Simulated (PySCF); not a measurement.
**AlSi: frontier orbitals**

BP86 at R = 2.435 Å; Al jorge-DZP-DKH, Si jorge-DZP-DKH; spin-free X2C with a Gaussian nucleus (PySCF 2.14). State: ⁴Σ⁻ (quartet), unpaired electrons σ ↑, π ↑↑. Only the outer orbitals are listed, counted within each symmetry.

| spin | orbital | occ. | ε (eV) | on Al (%) | main shells (%) |
| --- | --- | --- | --- | --- | --- |
| α | 7σ | 1 | -11.96 | 22 | 75 Si s, 17 Al s |
| α | 8σ | 1 | -7.98 | 66 | 64 Al s, 18 Si s, 16 Si p |
| α | 3π | 1 | -5.00 | 28 | 72 Si p, 26 Al p |
| α | 3π | 1 | -5.00 | 28 | 72 Si p, 26 Al p |
| α | 9σ | 1 | -4.90 | 51 | 47 Si p, 37 Al p, 13 Al s |
| α | 4π | 0 | -2.41 | 74 | 73 Al p, 25 Si p |
| α | 4π | 0 | -2.41 | 74 | 73 Al p, 25 Si p |
| α | 10σ | 0 | 0.02 | 89 | 75 Al p, 20 Si p, 8 Al d |
| β | 7σ | 1 | -10.48 | 30 | 68 Si s, 24 Al s |
| β | 8σ | 1 | -6.96 | 65 | 62 Al s, 22 Si s, 12 Si p |
| β | 9σ | 0 | -3.67 | 50 | 47 Si p, 39 Al p, 11 Al s |
| β | 3π | 0 | -3.64 | 43 | 56 Si p, 42 Al p |
| β | 3π | 0 | -3.64 | 43 | 56 Si p, 42 Al p |

Question: Which are the highest filled and the lowest empty level, where do they sit, and how wide is the gap?

Answer: Highest filled α 9σ at -4.90 eV (in %: 47 Si p, 37 Al p, 13 Al s); lowest empty β 9σ at -3.67 eV (in %: 47 Si p, 39 Al p, 11 Al s); the gap at BP86 is 1.23 eV.

```
bond order (Mayer)                               : 1.63
⟨S²⟩                                             : 3.751
charge on Al (Mulliken, basis-dependent)         : 0.10
charge on Al (Löwdin, basis-dependent)           : 0.01
dipole moment (positive dipole means Al(−)Si(+)) : -1.23 D
```

The state was picked by a PBE0 search and need not be the measured ground state.
